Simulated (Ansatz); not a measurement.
Species: H$_{3}$S, charge 1, singlet. H3S+ (SMILES [SH3+]).
B3LYP-D3(BJ)/def2-TZVP minimum from Ansatz (a quantum-chemistry and plane-wave program):
```
S
H 1 1.3577
H 1 1.3577 2 94.35
H 1 1.3577 2 94.35 3 -94.71
```
Charge +1, spin multiplicity 1.

Total energies in cc-pV(T+d)Z, 8 correlated electrons, 5 frozen orbitals. UHF or UKS for unpaired electrons; spin-orbit terms are left out. Cores are frozen in correlated methods. No relativity.

```tsv
method	program	energy (Eh)	minus CCSDT(Q) (mEh)
HF	Ansatz	-398.99658	223.13
MP2	Ansatz	-399.18390	35.81
CCSD	Ansatz	-399.21134	8.38
CCSD(T)	Ansatz	-399.21866	1.05
CCSDT(Q)	Ansatz	-399.21971	0.00
```

Rough core times of Ansatz's runs on a shared machine: CCSD(T) under 20 s, CCSDT(Q) 70 s.
